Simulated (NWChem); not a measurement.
Program: NWChem. System: CH6Si, charge 0, spin multiplicity 1, at a geometry optimised with PBE0/def2-SVP. The structure started from a generated list of species. Level: B3LYP/6-31+G* (spherical d), VWN1-RPA local correlation.

The NWChem input:

```
start mol
memory heap 200 mb stack 900 mb global 1100 mb
geometry units angstroms nocenter noautoz
  Si     0.036138    -0.634185     0.000000
  C     -0.070891     1.243896     0.000000
  H      0.764914    -1.122626     1.212061
  H      0.764914    -1.122626    -1.212061
  H     -1.331066    -1.242086     0.000000
  H     -0.606718     1.604931     0.891030
  H     -0.606718     1.604931    -0.891030
  H      0.934080     1.692699     0.000000
  symmetry group Cs
end
basis spherical
  * library 6-31+g*
end
dft
  xc b3lyp
  semidirect memsize 60000000 filesize 0
  iterations 100
end
task dft energy
```

Part of the output:

```
             Northwest Computational Chemistry Package (NWChem) 7.3.0
             --------------------------------------------------------

                                NWChem Input Module
                                -------------------

 Scaling coordinates for geometry "geometry" by  1.889725989
 (inverse scale =  0.529177249)

 Turning off AUTOSYM since
 SYMMETRY directive was detected!

                             Geometry "geometry" -> ""
                             -------------------------

 Output coordinates in angstroms (scale by  1.889725989 to convert to a.u.)

  No.       Tag          Charge          X              Y              Z
 ---- ---------------- ---------- -------------- -------------- --------------
    1 Si                  14.0000     0.03613800    -0.63418500     0.00000000
    2 C                    6.0000    -0.07089100     1.24389600     0.00000000
    3 H                    1.0000     0.76491400    -1.12262600     1.21206100
    4 H                    1.0000     0.76491400    -1.12262600    -1.21206100
    5 H                    1.0000    -1.33106600    -1.24208600     0.00000000
    6 H                    1.0000    -0.60671800     1.60493100     0.89103000
    7 H                    1.0000    -0.60671800     1.60493100    -0.89103000
    8 H                    1.0000     0.93408000     1.69269900     0.00000000

 Effective nuclear repulsion energy (a.u.)      62.4750404885

            Nuclear Dipole moment (a.u.)
            ----------------------------
        X                 Y               Z
 ---------------- ---------------- ----------------
    -0.0000151178     0.0000170075     0.0000000000

      Symmetry information
      --------------------

 Group name             Cs
 Group number              2
 Group order               2
 No. of unique centers     6

      Symmetry unique atoms

     1    2    3    5    6    8


 Summary of "ao basis" -> "" (spherical)
 ------------------------------------------------------------------------------
       Tag                 Description            Shells   Functions and Types
 ---------------- ------------------------------  ------  ---------------------
 *                          6-31+g*                   on all atoms

                                 NWChem DFT Module
                                 -----------------

 Summary of "ao basis" -> "ao basis" (spherical)
 ------------------------------------------------------------------------------
       Tag                 Description            Shells   Functions and Types
 ---------------- ------------------------------  ------  ---------------------
 Si                         6-31+g*                 10       22   5s4p1d
 C                          6-31+g*                  8       18   4s3p1d
 H                          6-31+g*                  2        2   2s

 Summary of "ao basis" -> "ao basis" (spherical)
 ------------------------------------------------------------------------------
       Tag                 Description            Shells   Functions and Types
 ---------------- ------------------------------  ------  ---------------------
 Si                         6-31+g*                 10       22   5s4p1d
 C                          6-31+g*                  8       18   4s3p1d
 H                          6-31+g*                  2        2   2s

      Symmetry analysis of basis
      --------------------------

        a'         37
        a"         15

            General Information
            -------------------
          SCF calculation type: DFT
          Wavefunction type:  closed shell.
          No. of atoms     :     8
          No. of electrons :    26
           Alpha electrons :    13
            Beta electrons :    13
          Charge           :     0
          Spin multiplicity:     1
          Use of symmetry is: on ; symmetry adaption is: on
          Maximum number of iterations: 100
          AO basis - number of functions:    52
                     number of shells:    30
          Convergence on energy requested:  1.00D-06
          Convergence on density requested:  1.00D-05
          Convergence on gradient requested:  5.00D-04

              XC Information
              --------------
                         B3LYP Method XC Potential
                     Hartree-Fock (Exact) Exchange  0.200
                        Slater Exchange Functional  0.800 local
                    Becke 1988 Exchange Functional  0.720 non-local
              Lee-Yang-Parr Correlation Functional  0.810
                  VWN I RPA Correlation Functional  0.190 local

             Grid Information
             ----------------
          Grid used for XC integration:  medium
          Radial quadrature: Mura-Knowles
          Angular quadrature: Lebedev.
          Tag              B.-S. Rad. Rad. Pts. Rad. Cut. Ang. Pts.
          ---              ---------- --------- --------- ---------
          Si                  1.10       88          11.0       590
          C                   0.70       49          11.0       434
          H                   0.35       45          10.0       434
          Grid pruning is: on
          Number of quadrature shells:   317
          Spatial weights used:  Erf1

          Convergence Information
          -----------------------
          Convergence aids based upon iterative change in
          total energy or number of iterations.
          Levelshifting, if invoked, occurs when the
          HOMO/LUMO gap drops below (HL_TOL):  1.00D-02
          DIIS, if invoked, will attempt to extrapolate
          using up to (NFOCK): 10 stored Fock matrices.

                    Damping( 0%)  Levelshifting(0.5)       DIIS
                  --------------- ------------------- ---------------
          dE  on:    start            ASAP                start
          dE off:    2 iters        100 iters           100 iters

      Screening Tolerance Information
      -------------------------------
          Density screening/tol_rho:  1.00D-10
          AO Gaussian exp screening on grid/accAOfunc:  14
          CD Gaussian exp screening on grid/accCDfunc:  20
          XC Gaussian exp screening on grid/accXCfunc:  20
          Schwarz screening/accCoul:  1.00D-08

      Superposition of Atomic Density Guess
      -------------------------------------

 Sum of atomic energies:        -329.47066508

      Non-variational initial energy
      ------------------------------

 Total energy =    -330.398469
 1-e energy   =    -577.431365
 2-e energy   =     184.557856
 HOMO         =      -0.397813
 LUMO         =       0.041336

      Symmetry analysis of molecular orbitals - initial
      -------------------------------------------------

  Numbering of irreducible representations:

     1 a'          2 a"

  Orbital symmetries:

     1 a'          2 a'          3 a'          4 a'          5 a'
     6 a"          7 a'          8 a'          9 a"         10 a'
    11 a"         12 a'         13 a'         14 a'         15 a'
    16 a'         17 a"         18 a'         19 a"         20 a'
    21 a"         22 a'         23 a'

------------------------------------------------------------
EAF file 0: "./mol.aoints.0" size=524288 bytes
------------------------------------------------------------
               write      read    awrite     aread      wait
               -----      ----    ------     -----      ----
     calls:        1         0         0         0         0
   data(b): 5.24e+05  0.00e+00  0.00e+00  0.00e+00
   time(s): 0.00e+00  0.00e+00  0.00e+00  0.00e+00  0.00e+00
rate(mb/s): 0.00e+00  0.00e+00
------------------------------------------------------------

   convergence    iter        energy       DeltaE   RMS-Dens  Diis-err    time
 ---------------- ----- ----------------- --------- --------- ---------  ------
 d= 0,ls=0.0,diis     1   -331.1917010144 -3.94D+02  1.51D-02  1.53D-01     1.3
 d= 0,ls=0.0,diis     2   -331.2090376851 -1.73D-02  3.00D-03  1.66D-02     1.6
 d= 0,ls=0.0,diis     3   -331.2099361485 -8.98D-04  1.28D-03  1.18D-02     1.8
 d= 0,ls=0.0,diis     4   -331.2115328515 -1.60D-03  2.15D-04  8.46D-05     2.0
 d= 0,ls=0.0,diis     5   -331.2115476594 -1.48D-05  4.16D-05  3.97D-06     2.3
 d= 0,ls=0.0,diis     6   -331.2115483293 -6.70D-07  6.22D-06  7.66D-08     2.5

         Total DFT energy =     -331.211548329255
      One electron energy =     -579.872453309832
           Coulomb energy =      214.771728665044
    Exchange-Corr. energy =      -28.585864172980
 Nuclear repulsion energy =       62.475040488514

 Numeric. integr. density =       26.000005793657

     Total iterative time =      2.0s

                  Occupations of the irreducible representations
                  ----------------------------------------------

                     irrep           alpha         beta
                     --------     --------     --------
                     a'               10.0         10.0
                     a"                3.0          3.0

                       DFT Final Molecular Orbital Analysis
                       ------------------------------------

 Vector   11  Occ=2.000000D+00  E=-3.370896D-01  Symmetry=a'
              MO Center= -3.8D-01, -8.2D-01,  5.5D-18, r^2= 2.7D+00
   Bfn.  Coefficient  Atom+Function         Bfn.  Coefficient  Atom+Function
  ----- ------------  ---------------      ----- ------------  ---------------
     7      0.381148  1 Si px                46     -0.316202  5 H  s
    45     -0.274222  5 H  s                 42      0.158114  3 H  s
    44      0.158114  4 H  s                  3     -0.156649  1 Si px
    25     -0.141090  2 C  px                41      0.137123  3 H  s
    43      0.137123  4 H  s                 51     -0.099787  8 H  s

 Vector   12  Occ=2.000000D+00  E=-3.370880D-01  Symmetry=a"
              MO Center=  4.7D-01, -7.7D-01, -2.2D-17, r^2= 2.7D+00
   Bfn.  Coefficient  Atom+Function         Bfn.  Coefficient  Atom+Function
  ----- ------------  ---------------      ----- ------------  ---------------
     9      0.381766  1 Si pz                42      0.273848  3 H  s
    44     -0.273848  4 H  s                 41      0.237491  3 H  s
    43     -0.237491  4 H  s                  5     -0.156903  1 Si pz
    27     -0.141310  2 C  pz                47     -0.086421  6 H  s
    49      0.086421  7 H  s                 48     -0.081067  6 H  s

 Vector   13  Occ=2.000000D+00  E=-3.292574D-01  Symmetry=a'
              MO Center= -2.3D-02,  4.0D-01, -1.1D-16, r^2= 2.4D+00
   Bfn.  Coefficient  Atom+Function         Bfn.  Coefficient  Atom+Function
  ----- ------------  ---------------      ----- ------------  ---------------
    26     -0.425007  2 C  py                 8      0.388124  1 Si py
    30     -0.240981  2 C  py                 4     -0.162530  1 Si py
    42     -0.101599  3 H  s                 44     -0.101599  4 H  s
    46     -0.101643  5 H  s                 28      0.094464  2 C  s
    41     -0.088560  3 H  s                 43     -0.088560  4 H  s

 Vector   14  Occ=0.000000D+00  E=-7.268500D-03  Symmetry=a'
              MO Center= -4.3D-02,  7.5D-01, -2.8D-14, r^2= 1.0D+01
   Bfn.  Coefficient  Atom+Function         Bfn.  Coefficient  Atom+Function
  ----- ------------  ---------------      ----- ------------  ---------------
    14      3.228855  1 Si s                 32     -2.701469  2 C  s
    16      1.312133  1 Si py                34      1.036747  2 C  py
    28     -0.651932  2 C  s                 12      0.566132  1 Si py
     8      0.165775  1 Si py                48      0.161460  6 H  s
    50      0.161460  7 H  s                 52      0.161469  8 H  s

 Vector   15  Occ=0.000000D+00  E= 1.611091D-02  Symmetry=a'
              MO Center=  1.1D-01, -1.9D+00,  5.0D-14, r^2= 9.6D+00
   Bfn.  Coefficient  Atom+Function         Bfn.  Coefficient  Atom+Function
  ----- ------------  ---------------      ----- ------------  ---------------
    10      1.430290  1 Si s                 14     -1.120273  1 Si s
    16      0.788753  1 Si py                28     -0.292293  2 C  s
    34      0.286525  2 C  py                 6      0.265362  1 Si s
    32     -0.205055  2 C  s                 30      0.174071  2 C  py
     2     -0.137641  1 Si s                 42     -0.118114  3 H  s

 Vector   16  Occ=0.000000D+00  E= 3.938502D-02  Symmetry=a'
              MO Center=  3.2D-02, -3.5D-01,  5.9D-11, r^2= 1.4D+01
   Bfn.  Coefficient  Atom+Function         Bfn.  Coefficient  Atom+Function
  ----- ------------  ---------------      ----- ------------  ---------------
    15      1.294961  1 Si px                11     -0.612952  1 Si px
    33      0.158166  2 C  px                 7     -0.145318  1 Si px
    29     -0.130409  2 C  px                25     -0.120843  2 C  px
    16      0.073788  1 Si py                 3      0.057249  1 Si px
    52      0.052241  8 H  s                 45      0.047413  5 H  s

 center of mass
 --------------
 x =   0.00324838 y =  -0.05705244 z =   0.00000000

 moments of inertia (a.u.)
 ------------------
         166.103146018796           7.609308554948           0.000000000000
           7.609308554948          33.012444352997           0.000000000000
           0.000000000000           0.000000000000         166.536991922447

     Multipole analysis of the density
     ---------------------------------

     L   x y z        total         alpha         beta         nuclear
     -   - - -        -----         -----         ----         -------
     0   0 0 0     -0.000000    -13.000000    -13.000000     26.000000

     1   1 0 0     -0.017475     -0.008730     -0.008730     -0.000015
     1   0 1 0      0.306654      0.153318      0.153318      0.000017
     1   0 0 1     -0.000000     -0.000000     -0.000000      0.000000

     2   2 0 0    -17.321316    -16.872461    -16.872461     16.423607
     2   1 1 0      0.018726      2.295615      2.295615     -4.572504
     2   1 0 1      0.000000      0.000000      0.000000      0.000000
     2   0 2 0    -17.648929    -57.024057    -57.024057     96.399185
     2   0 1 1      0.000000      0.000000      0.000000      0.000000
     2   0 0 2    -17.320207    -16.741516    -16.741516     16.162825

 Task  times  cpu:        2.5s     wall:        2.5s

 Total times  cpu:        2.5s     wall:        2.5s
```
